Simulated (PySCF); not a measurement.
Homolysis of single bonds, series Ga Cl-SiH3. All species are isolated molecules in the gas phase. Strings in code marks are SMILES.

All values below come from PBE-D3(BJ)/def2-TZVP // B3LYP-D3(BJ)/def2-TZVP (PySCF). All candidates: neutral, multiplicity 2. 

dipole moment: 1.64 D
highest occupied spin orbital: -6.06 eV

Q: Which member has these values?
(A) `[SiH3]`
(B) `[Cl][Ga][Cl]`
(C) `[SiH3][Ga][Cl]`

A: B, `[Cl][Ga][Cl]`. The others give `[SiH3][Ga][Cl]`: 2.24 D, -4.99 eV; `[SiH3]`: 0.03 D, -5.33 eV
